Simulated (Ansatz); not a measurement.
Two structures of MgH3ClO, closed shell, reached by relaxing down either side of one saddle point (PBE0-D4/def2-TZVP). Energies are electronic, without zero-point energy. Ansatz 0.2.0; basis: def2-TZVPP and def2-QZVPP; cores frozen in the correlated methods. The outer core shell of Li, Na, Mg and K is correlated. The def2 sets are not built for correlating such inner shells, so the correlated values are less sure here. Extrapolation: Hartree–Fock as exp(−7.88 √X), correlation as X^−2.97. First:

Mg1  (-0.637, 0.094, -0.887)
H2  (-1.362, 1.563, -1.348)
Cl3  (-0.182, -2.088, -1.103)
H4  (0.768, 0.870, 1.467)
O5  (0.512, 0.207, 0.823)
H6  (0.902, -0.646, 1.049)
(Å)

Second:

```xyz
6
angstrom
Mg 0.0263 -0.6909 -0.2394
H -0.8936 1.2817 -0.7913
Cl -0.8779 -1.6859 -1.9624
H -0.5079 1.4456 -0.1613
O 0.8454 -0.0645 1.2107
H 1.4077 -0.2857 1.9437
```

Question: Which bonds change from the first to the second?

Answer: MgHCl ([MgH][Cl]) + H₂O → MgHClO ([OH][Mg][Cl]) + H₂; bonds formed: H2–H4; dative contacts that become bonds: Mg1–O5; bonds broken: Mg1–H2, H4–O5.

Question: Give the saddle point's structure and its height above each. (To be estimated.)

Answer: Computed: 54.1 kJ/mol above the first and 79.1 kJ/mol above the second (CCSD(T) at an estimated basis limit (MP2 extrapolated from triple and quadruple zeta, plus CCSD(T) − MP2 in triple zeta)).
```csv
atom,x (Å),y (Å),z (Å)
Mg1,-0.3147,-0.4826,-0.6544
H2,-0.6269,1.3472,-0.3831
Cl3,-0.7743,-2.1431,-2.0003
H4,0.0053,1.0305,0.4227
O5,0.5861,0.0982,0.9132
H6,1.1245,0.1499,1.7020
```

The T1 diagnostic stays at or below 0.011.

Labels in which every atom is bracketed show which atoms are joined, not bond orders.

For scale, one of the runs: CCSD(T)/def2-TZVPP, 147 basis functions, launched by `ansatz run in.yaml --threads 2 --pin off --events-out ev --progress --plain --max-ram 4352MiB`. Hardware: 2 CPU threads of an AMD EPYC 7R43, shared host. Wall time 31 s; peak host memory 1 GiB.
